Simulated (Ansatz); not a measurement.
**Changing the shape of C2H4, singlet**

Computed with Ansatz's Gaussian-basis code (development build); NEVPT3, MRCISD by development code. Basis cc-pVDZ, nonrelativistic, 2 orbitals frozen in the corrections; active space CAS(2,2). Restricted Hartree–Fock, then the lowest state-specific CASSCF solution met for each case. Coupled cluster stands on the determinant that it favours, not always the lowest RHF. On stretched bonds single-reference methods can fail or change state. Unlike active orbitals can shift such differences by tenths of an eV, at times by over 1 eV.

Case A:

```xyz
6

C     0.0000    0.0000    0.6695
C     0.0000    0.0000   -0.6695
H    -0.4644    0.8045    1.2321
H     0.4644   -0.8045    1.2321
H     0.4644    0.8045   -1.2321
H    -0.4644   -0.8045   -1.2321
```

Case B:

```xyz
6

C     0.0000    0.0000    0.6695
C     0.0000    0.0000   -0.6695
H    -0.2404    0.8972    1.2321
H     0.2404   -0.8972    1.2321
H     0.2404    0.8972   -1.2321
H    -0.2404   -0.8972   -1.2321
```

Case C:

```xyz
6

C     0.0000    0.0000    0.6695
C     0.0000    0.0000   -0.6695
H    -0.3555    0.8582    1.2321
H     0.3555   -0.8582    1.2321
H     0.3555    0.8582   -1.2321
H    -0.3555   -0.8582   -1.2321
```

Case D:

```xyz
6

C     0.0000    0.0000    0.6695
C     0.0000    0.0000   -0.6695
H    -0.5971    0.7116    1.2321
H     0.5971   -0.7116    1.2321
H     0.5971    0.7116   -1.2321
H    -0.5971   -0.7116   -1.2321
```

Case E:

```tsv
atom	x (Å)	y (Å)	z (Å)
C	0.0000	0.0000	0.6695
C	0.0000	0.0000	-0.6695
H	0.0000	0.9289	1.2321
H	0.0000	-0.9289	1.2321
H	0.0000	0.9289	-1.2321
H	0.0000	-0.9289	-1.2321
```

Case F:

```xyz
6

C     0.0000    0.0000    0.6695
C     0.0000    0.0000   -0.6695
H    -0.1212    0.9210    1.2321
H     0.1212   -0.9210    1.2321
H     0.1212    0.9210   -1.2321
H    -0.1212   -0.9210   -1.2321
```

Energy less that of case A, in eV:

| case | RHF/ROHF | CASSCF | CCSD(T) | SC-NEVPT2 | FIC-NEVPT2 | NEVPT3 |
| --- | --- | --- | --- | --- | --- | --- |
| B | -1.623 | -1.404 | -1.376 | -1.409 | -1.409 | -1.375 |
| C | -0.943 | -0.798 | -0.789 | -0.806 | -0.806 | -0.784 |
| D | +1.640 | +1.104 | +1.196 | +1.169 | +1.170 | +1.104 |
| E | -2.172 | -1.904 | -1.856 | -1.902 | -1.902 | -1.861 |
| F | -2.034 | -1.778 | -1.735 | -1.778 | -1.778 | -1.739 |

Problem. What does MRCISD+Q give for these differences?

Solution. B: -1.354 eV; C: -0.772 eV; D: +1.103 eV; E: -1.831 eV; F: -1.711 eV.

Problem. Which case is lowest, and do the methods agree?

Solution. E is lowest in MRCISD+Q. Of the methods shown, RHF/ROHF, CASSCF, CCSD(T), SC-NEVPT2, FIC-NEVPT2, NEVPT3 agree.
